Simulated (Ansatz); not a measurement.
```yaml
crystal:
  periodic: [false, false, false]
  atoms:
    - {symbol: B, position_ang: [0.000000, 0.000000, 0.000000]}
    - {symbol: P, position_ang: [0.000000, 0.000000, 1.776300]}
basis:
  gaussian: {orbitals: def2-TZVP}
total_charge: 1
magnetization: {spin_polarized: true, initial_magnetization: 1}
hamiltonian: {xc: pbe0}
relax: {f_tol: 0.004, max_steps: 80}
```

```sh
$ ansatz run in.yaml --threads 1 --pin off --events-out ev --progress --plain --max-ram 2176MiB
```

Steps of the relaxation (energy above the last step; positions in Å, forces in eV/Å):

```
2
step 1, 72.8 meV
B     0.000    0.000    0.000    0.000    0.000   -1.852
P     0.000    0.000    1.776    0.000    0.000    1.852
```

```
2
step 2, 19.8 meV
B     0.000    0.000   -0.019    0.000    0.000   -0.901
P     0.000    0.000    1.796    0.000    0.000    0.901
```

```
2
step 3, 0.0 meV
B     0.000    0.000   -0.042    0.000    0.000   -0.027
P     0.000    0.000    1.818    0.000    0.000    0.027
```

```
2
step 4, 0.0 meV
B     0.000    0.000   -0.042    0.000    0.000    0.000
P     0.000    0.000    1.819    0.000    0.000    0.000
```

Close pairs at the end: B1–P2 1.861 Å.

A stationary point of unrestricted PBE0 after 4 steps, with ⟨S²⟩ = 1.767 against 0.75 for a pure state. 24 s on 1 thread of AMD EPYC 7R43, shared host.
